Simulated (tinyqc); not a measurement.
Inside a calculation. Method: Pariser-Parr-Pople SCF with singles CI, for the molecule C=C(N)O (SMILES; centres numbered as the heavy atoms are written). One step of it, computed by the program tinyqc.

Question. Iteration 2: orbitals and new P. Diagonalise F (the basis is taken as orthonormal) and form P = 2 sum c c over the lowest orbitals; 0.5 of the old P is kept.

F (eV), order 1C, 2C, 3N, 4O:
$$\begin{pmatrix}
-4.746879 & -4.222216 & 0.387042 & 0.352239 \\
-4.222216 & -4.986775 & -2.880817 & -2.788297 \\
0.387042 & -2.880817 & -9.085976 & 0.121520 \\
0.352239 & -2.788297 & 0.121520 & -9.547033
\end{pmatrix}$$

pi electrons, sum of z_r less the charge = 6

P after iteration 1, order 1C, 2C, 3N, 4O:
$$\begin{pmatrix}
0.711790 & 0.720797 & -0.183200 & -0.159724 \\
0.720797 & 1.392975 & 0.182351 & 0.164372 \\
-0.183200 & 0.182351 & 1.942652 & -0.052111 \\
-0.159724 & 0.164372 & -0.052111 & 1.952583
\end{pmatrix}$$

Give: orbital energies; P after iteration 2.

Answer.

orbital energies (eV): [-12.145, -9.441, -7.255, 0.474]

P after iteration 2, order 1C, 2C, 3N, 4O:
$$\begin{pmatrix}
0.980 & 0.800 & -0.241 & -0.217 \\
0.800 & 1.182 & 0.266 & 0.243 \\
-0.241 & 0.266 & 1.912 & -0.081 \\
-0.217 & 0.243 & -0.081 & 1.926
\end{pmatrix}$$
